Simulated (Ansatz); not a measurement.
Cost and result for the atomization energy of C₃H₆O₃, SMILES `COCC(=O)O` (12 atoms, 11 bonds).

Z-matrix (Å, degrees):
```
C
O 1 1.407
H 1 1.089 2 107.1
H 1 1.098 2 111.0 3 118.9
H 1 1.096 2 111.8 3 -119.1
C 2 1.388 1 113.5 3 -176.5
C 6 1.517 2 116.7 1 -76.2
H 6 1.094 2 107.6 1 164.9
H 6 1.099 2 112.5 1 47.2
O 7 1.200 6 122.8 2 171.3
O 7 1.338 6 113.8 2 -10.2
H 11 0.968 7 106.2 6 -178.5
```

Charge 0, multiplicity 1. The geometry is a stationary point of PBE0-D4/def2-TZVP. It is one conformer, not always the lowest. Program: Ansatz. All runs use 4 threads of a server CPU on a shared host. Times are those of one run each, without the atoms' runs, and a repeat can differ threefold. Electronic energies, without spin–orbit coupling; frozen cores. CCSD(T)/CBS adds CCSD(T) − MP2 in def2-TZVPP to the MP2 limit, and its time is that of the two runs behind it. T1 = 0.014. B3LYP takes the VWN-RPA correlation (the form of Gaussian; ORCA's B3LYP/G).

CCSD(T)/CBS is a level of theory with its own doubt, some kJ/mol a heavy atom from the limit and from the frozen cores, so smaller differences don't rank the functionals.

```csv
level,functions,wall time,atomization (kcal/mol),difference from CCSD(T)/CBS,per bond
PBE-D4/def2-TZVPP (with forces),270,2.2 s,1222.4,41.6,3.8
PBE0-D4/def2-TZVPP,270,2.3 s,1186.6,5.8,0.5
r2SCAN-D4/def2-TZVPP (with forces),270,3.7 s,1186.9,6.1,0.6
B3LYP-D4/def2-TZVPP (with forces),270,3.7 s,1179.7,-1.1,-0.1
B2PLYP/def2-TZVPP,270,5 s,1169.7,-11.1,-1.0
ωB97X-V/def2-TZVPP,270,6 s,1183.8,3.0,0.3
ωB97M-V/def2-TZVPP (with forces),270,8.5 s,1185.6,4.8,0.4
MP2/def2-QZVPP,522,22 s,1199.3,18.5,1.7
CCSD(T)/def2-TZVPP,270,3.5 min,1149.0,-31.8,-2.9
CCSD(T)/CBS(def2),–,3.9 min,1180.8,0.0,0.0
```

From PBE to PBE0 (25 % exact exchange), in def2-TZVPP and without D4, the atomization energy moves by −35.0 kcal/mol: exact exchange takes away binding that semilocal exchange gives to molecules. The D4 term adds +7.8 kcal/mol with B3LYP and +4.1 kcal/mol with PBE0; it sums over pairs of atoms, weighted by their polarisabilities, and B3LYP, whose exchange is more repulsive, gets the larger term. In def2-TZVPP, CCSD(T) changes the Hartree–Fock value by +329.5 kcal/mol (the triples alone add +21.9 kcal/mol) and MP2 by +361.1 kcal/mol; breaking electron pairs costs correlation energy, which Hartree–Fock lacks.
